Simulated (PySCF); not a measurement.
# phthalonitrile radical anion: computed EPR parameters against published values

The experiment to reproduce: a(1H H11/H14) 0.33 G [1]; a(1H H12/H13) -4.24 G [1]; a(14N N1/N10) 1.8 G [1]. Sources and the comparison follow the method.

Phthalonitrile radical anion, C8H4N2 (charge -1 and doublet state).
Structure used (PBE0-D3(BJ)/def2-SVP), in Å, numbered top down from 1:
```
atom  x, y, z in Å
N1     3.3756   -1.2081    0.1025
C2     2.2561   -0.8620    0.0694
C3     0.9014   -0.4874    0.0291
C4    -0.1005   -1.4920    0.0190
C5    -1.4451   -1.1996   -0.0219
C6    -1.8693    0.1700   -0.0558
C7    -0.9274    1.1738   -0.0468
C8     0.4668    0.9127   -0.0047
C9     1.3718    1.9888    0.0026
N10    2.1008    2.9069    0.0077
H11    0.2291   -2.5350    0.0448
H12   -2.1814   -2.0076   -0.0283
H13   -2.9334    0.4183   -0.0890
H14   -1.2459    2.2203   -0.0727
```

As a line formula: phthalonitrile radical anion, `C(#N)c1c(C#N)cccc1` [SMILES of the parent framework; charge -1 and doublet state].

Method used: UKS B3LYP, IGLO-III on C N, pcH-1 on H, non-relativistic, mean-field spin-orbit, GIAO in PySCF 2.14.0. Whether the extra electron is bound in the gas phase wasn't checked; a finite basis holds it in any case. The geometry's basis has no diffuse functions, a weakness for an anion. Stability of the SCF solution: not tested. No frequencies were computed at this geometry's level, so the symmetric structure isn't shown to be a minimum.

```
   nucleus  computed a_iso (MHz)  published  in MHz  difference of magnitudes (MHz)  source
1H H11/H14                   2.2     0.33 G     0.9                            +1.3     [1]
1H H12/H13                 -13.0    -4.24 G   -11.9                            +1.1     [1]
14N N1/N10                   4.7      1.8 G     5.0                            -0.3     [1]
```

Values published in field units are turned into MHz with the computed g_iso.

Sources: [1] measured, solution or matrix (EPR); Pople, Beveridge, Approximate Molecular Orbital Theory, McGraw-Hill 1970 (compilation of measured values).

The measured numbers hold vibrational averaging and, outside the gas phase, effects of the matrix or solvent; the computed ones belong to one rigid, isolated geometry and carry the errors of functional and basis. An EPR spectrum gives magnitudes, so published signs often rest on theory.

Largest spin populations (Mulliken): C8 (+0.29), C3 (+0.29), C5 (+0.18) and C6 (+0.18). Six atoms exceed +0.15. The positive populations add up to 1.30 and the negative ones to -0.30, together 2S = 1.

The unrestricted determinant has ⟨S²⟩ = 0.7609 (exact 0.7500), so spin contamination is small.
